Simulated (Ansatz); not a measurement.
## Ansatz (development build ahead of 0.2.0) run

```yaml
crystal:
  periodic: [false, false, false]
  atoms:
    - { symbol: O, position_ang: [0.0, 0.0, 0.4365] }
    - { symbol: H, position_ang: [0.0, 0.0, -0.4365] }
basis:
  gaussian: { orbitals: STO-3G }
magnetization:
  spin_polarized: true
  initial_magnetization: 1
hamiltonian:
  xc: hf
correlation:
  method: ccsd_t
  frozen_orbitals: { H: 0, O: 1 }
```

The input is written out in the form of the current development build from the run's settings.

Results

* Converged: yes
* Reference energy: -74.33724 hartree
* CCSD correlation energy: -0.01900 hartree
* Triples correction: 0.00000 hartree
* Total energy: -74.35624 hartree
* Spin squared of the determinant: 0.752
